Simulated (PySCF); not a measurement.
H₃Si, SMILES [SiH3] (connectivity only; charge and spin as stated), charge +1, multiplicity 1. Geometry optimised at B3LYP-D3(BJ)/def2-TZVPD. The spin state was assumed, not searched. The isomer is the one that the SMILES or the coordinates give; other isomers of the formula were not compared.

All values below come from B3LYP-D3(BJ)/def2-TZVPD (PySCF).

Harmonic wavenumbers (cm⁻¹): 840, 945, 945, 2270, 2350, 2350. Rotational constants (GHz): 155.2, 155.2, 77.58; symmetry number 6.

Q: Work out the zero-point energy and the ideal-gas rigid-rotor harmonic-oscillator thermochemistry at 298.15 K and 1 atm.

A: ZPE = ½ Σ hcν = ½ × 9701 cm⁻¹ = 58.02 kJ/mol. H − E(el) = 68.36 kJ/mol. Entropy in J/(mol K): translation 151.62, rotation 51.23, vibration 1.72, total 204.57. G − E(el) = 7.37 kJ/mol. Cp = 39.45 J/(mol K).
